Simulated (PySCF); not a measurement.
Gas-phase reaction: PH3 + 4 O ⇌ HPO2 + 2 OH

Computed with PySCF and rigid-rotor harmonic-oscillator thermochemistry at 1 bar. † marks an energy on the PBE0/def2-TZVP geometry and frequencies; other levels use their own. 6-31G* has spherical d functions here. Open shells (unrestricted): O (multiplicity 3), OH (multiplicity 2); the rest are closed-shell singlets. Spin-orbit splitting is ignored; it lowers the true energy and changes the entropy of O, OH. B3LYP is the form with VWN-RPA correlation. HPO2: computed as isolated molecules; such fragments, hydroxides, amides, oligomers or adducts are transient or little studied in the gas.

B3LYP/6-31G* gives ΔH°(298 K) = -1253 kJ.

### Question
What do PBE/def2-TZVP†, ωB97X-V/def2-TZVP†, HF/6-31G* give?

### Answer
PBE/def2-TZVP†: -1457 kJ; ωB97X-V/def2-TZVP†: -1357 kJ; HF/6-31G*: -580 kJ. For scale, ΔH°(298 K) is -1253 kJ at this level, -1376 kJ at ωB97M-V/def2-TZVP†, and runs from -2533 to -580 kJ over the 20 levels computed († marks an energy on the PBE0/def2-TZVP geometry).
